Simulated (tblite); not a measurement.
Run record: nudged-elastic-band run, `CCCP1CC1`.

Computed with GFN2-xTB (tblite), gas phase: nudged elastic band of 9 images (0 to 8), spring 0.2 eV/Å², climbing image at the end, force threshold 0.05 eV/Å. The top image wasn't refined or checked by frequencies; at this threshold it can lie a kcal/mol or more above the true saddle point of the method. The input is one job of a driver script: a line of settings, then coordinates in Å. «atoms» counts from 0 and names the dihedral (C1–C2–C3–P4 when counted from 1); «turn» is the rotation in degrees that makes the guess of the end point.

Command:
```bash
OMP_NUM_THREADS=1 python probes_run.py task.json out
```

Input:
```
{"job": {"kind": "neb", "xc": "GFN2-xTB", "basis": "xTB", "atoms": [0, 1, 2, 3], "turn": 120}, "charge": 0, "multiplicity": 1}
C     -2.046265     0.602702     0.179164
C     -1.635726    -0.784090    -0.295343
C     -0.148714    -1.046529    -0.072032
P      0.925264     0.097375    -1.096680
C      2.481589    -0.035449    -0.120403
C      1.633818     1.156084     0.235455
H     -3.106250     0.770730     0.003827
H     -1.851061     0.716990     1.243710
H     -1.482402     1.363098    -0.359417
H     -2.215611    -1.540893     0.240059
H     -1.862210    -0.883352    -1.359673
H      0.088762    -2.069147    -0.382875
H      0.100611    -0.945301     0.987419
H      2.560483    -0.838421     0.600609
H      3.405162     0.156359    -0.649849
H      2.001957     2.128109    -0.064698
H      1.143596     1.163768     1.199741
```

Q: Estimate the output.

A: 
```
image   E - E0 / eV
  0       0.0000
  1       0.0235
  2       0.0785
  3       0.1348
  4       0.1551
  5       0.1248
  6       0.0706
  7       0.0245
  8       0.0013
```

Q: Read off the barriers.

A: The highest image is 4: 0.155 eV (3.58 kcal/mol) above the start and 0.154 eV (3.55 kcal/mol) above the end. The band met its force threshold.

Q: Which dihedral does each image have?

A: 0: -64°, 1: -50°, 2: -35°, 3: -18°, 4: 0°, 5: 18°, 6: 34°, 7: 51°, 8: 64°.

Q: Give the geometry of the highest image and of the end point.

A: 
Image 4:
```
atom  x, y, z in Å
C1     -2.121    0.657   -0.300
C2     -1.651   -0.755    0.027
C3     -0.143   -0.991   -0.188
P4      0.815    0.497   -0.816
C5      2.492    0.060   -0.190
C6      1.710    0.964    0.726
H7     -3.192    0.742   -0.127
H8     -1.611    1.387    0.326
H9     -1.919    0.897   -1.343
H10    -1.900   -0.967    1.069
H11    -2.216   -1.459   -0.587
H12     0.001   -1.778   -0.934
H13     0.323   -1.333    0.739
H14     2.693   -0.952    0.136
H15     3.322    0.506   -0.725
H16     2.037    1.991    0.816
H17     1.356    0.545    1.659
```

Image 8:
```
atom  x, y, z in Å
C1     -2.351    0.438   -0.586
C2     -1.489   -0.493    0.255
C3     -0.139   -0.765   -0.403
P4      0.889    0.795   -0.557
C5      2.542    0.111   -0.114
C6      1.791    0.702    1.048
H7     -3.302    0.630   -0.095
H8     -1.838    1.387   -0.735
H9     -2.547   -0.002   -1.561
H10    -1.327   -0.045    1.240
H11    -2.012   -1.442    0.405
H12    -0.297   -1.154   -1.414
H13     0.417   -1.514    0.167
H14     2.681   -0.962   -0.142
H15     3.398    0.663   -0.478
H16     2.162    1.635    1.452
H17     1.413    0.027    1.805
```

Q: Estimate the wall time. Hardware: one thread, Arm Neoverse V1 (aarch64), no GPU, shared host with 32 logical CPUs at a one-minute load of 11. And the peak memory of the process?

A: About 3.1 s, with 0.19 GiB resident at the peak, the Python interpreter and its libraries included.
